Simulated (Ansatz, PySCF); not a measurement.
Gas-phase reaction (SMILES): CN (CH5N) + H+ → C[NH3+]; protonation at N, whose ΔH is minus the proton affinity.

Geometries: B3LYP-D3(BJ)/def2-TZVP minima from Ansatz (a first-principles code). Valence correlation only, unless marked. No spin-orbit coupling. No relativistic terms. Basis-set limits of correlation are two-point, X^-3; Hartree-Fock from the larger set. The bracket is a focal-point correction in the basis named. Thermal terms are rigid-rotor harmonic-oscillator values from B3LYP-D3(BJ) frequencies (PySCF) at 298.15 K and 1 atm. 1 Eh = 627.5095 kcal/mol. The proton has no electrons: its energy is zero and its thermal terms are those of translation.

| species | E, RI-MP2/CBS(cc-pVTZ,cc-pVQZ)+[CCSD(T)-MP2]/cc-pVTZ (Ansatz) (Eh) | E, r2SCAN-D4/def2-TZVPD (Ansatz + dftd4) (Eh) | H - E (Eh) | G - E (Eh) |
|---|---|---|---|---|
| CN (CH5N) | -95.75026 | -95.83428 | 0.06816 | 0.04085 |
| H+ | 0.00000 | 0.00000 | 0.00236 | -0.01000 |
| C[NH3+] | -96.10632 | -96.18997 | 0.08349 | 0.05694 |

Work out ΔE and ΔH, ΔG, ΔS and the equilibrium constant at 298.15 K at the first level, then ΔH at the second.


1. ΔE = [(-96.10632)] - [(-95.75026) + (0.00000)] = -0.35606 Eh = -223.4 kcal/mol at RI-MP2/CBS(cc-pVTZ,cc-pVQZ)+[CCSD(T)-MP2]/cc-pVTZ.
2. The terms H - E add up to 0.01297 Eh, so ΔH = (-0.35606 + (0.01297))×627.5095 = -215.3 kcal/mol.
3. The terms G - E add up to 0.02609 Eh, so ΔG = -207.1 kcal/mol, and ΔS = (0.01297 - (0.02609))×627509.5/298.15 = -27.6 cal/(mol K).
4. log10 K = -ΔG/(RT ln 10) = 151.8, with RT ln 10 = 1.3642 kcal/mol.
5. At r2SCAN-D4/def2-TZVPD the same steps give ΔE = -223.2 and ΔH = -215.1 kcal/mol, a shift of +0.2 from the first level.
6. Tabulated enthalpies of formation (CN (CH5N) -5.0 kcal/mol, ATcT 1.112; H+ 365.7 kcal/mol, ATcT 1.112; C[NH3+] 145.7 kcal/mol, ATcT 1.112) give ΔH = -215.0, so the errors are -0.3 and -0.1 kcal/mol; the tables hold anharmonic motion, scalar relativity, which both levels lack, and core correlation, which the frozen-core level lacks.
